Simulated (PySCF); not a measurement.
Shifts of the heteroatoms

Atoms are numbered as in `[CH2:1]=[CH:2][CH2:3][OH:4]`. Hydrogens are named by the atom that carries them. Ha(C1) is cis to C3; Hb(C1) is trans to C3.

Level of theory: GFN2-xTB geometry, B3LYP/pcJ-1 coupling constants (without the spin–dipole term), shieldings: GIAO PBE0/pcSseg-1, in PySCF 2.14.0 with density-fitted response routines (no solvent, one averaged value for each set of equivalent atoms, one computed conformer, non-relativistic Hamiltonian).

Task: What are the $^{17}$O shifts?

Result: 
```csv
atoms,environment,σ (ppm),δ (ppm)
O4,alcohol oxygen,291.4,1.2
```

Shieldings were converted by a linear fit to measured shifts: $^{17}$O: δ = 266.70 − 0.911σ (rms 10.7 ppm, 155 shifts, 12.2 ppm with the 3 outliers that the fit left out vs liquid water, solution or neat liquid). Occasional misses reach two or three times the rms, and more in compound classes unlike the fitted ones. Couplings are scaled by factors fitted to measured values: $^{2}J$(H,H) × 0.95 (rms 1.3 Hz), $^{3}J$(H,H) × 0.92 (rms 0.5 Hz); all others are unscaled and can be 10–30 % off.

Couplings (the largest are listed; each averaged over equivalent pairs; quadrupolar broadening usually hides them): $^{1}J$(C3,O4) = 19.9 Hz, $^{2}J$(O4,H(C3)) = -8.1 Hz, $^{3}J$(O4,H(C2)) = -1.1 Hz.

On a 500 MHz spectrometer $^{17}$O resonates near 67.8 MHz, so 1 ppm is 67.8 Hz.
